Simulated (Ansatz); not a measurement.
# A computed series for InP: pressure series

Take InP in the zinc blende structure (space group F-43m, No. 216; a = 5.9598 Å) as the base.

Cell and atoms are relaxed at each pressure.

Calculations: Kohn–Sham DFT with the PBE functional, run in Ansatz (a quantum-chemistry and plane-wave program) with PAW and 420 eV plane waves, no spin-orbit coupling, earlier PAW set.

```
pressure (GPa)  volume per atom (Å³/atom)
--------------  -------------------------
-2                                 27.452
-1                                 26.930
0                                  26.461
0.3                                26.329
0.7                                26.159
1.5                                25.838
5                                  24.643
7.5                                     ?
10                                 23.339
```

Problem. Fit the third-order Birch–Murnaghan form P(V) = (3B₀/2)[(V₀/V)^(7/3) − (V₀/V)^(5/3)]·[1 + (3/4)(B₀′ − 4)((V₀/V)^(2/3) − 1)] (squares taken in P) to the rows shown and predict the withheld row.

Solution. Least squares on the printed values gives V₀ = 26.462 Å³/atom, B₀ = 59.4 GPa, B₀′ = 4.6; this predicts 23.944 Å³/atom, and the run gives 23.946 Å³/atom, 0.002 higher.

Measured bulk modulus of InP: 72 GPa (static lattice; corrected from measurement; as listed in Daniel Mejia-Rodriguez, S. B. Trickey, Phys. Rev. B (2018)); the computed value is 17 % below it.

Load acts through the strain it causes; cell and atoms are relaxed under it. Whether these cells are dynamically stable was not tested. Measured, InP leaves this structure (for rock salt) near 9.8 GPa (temperature not stated; as listed in Datta, Sujoy, Jana, Debnarayan, arXiv (2020)).
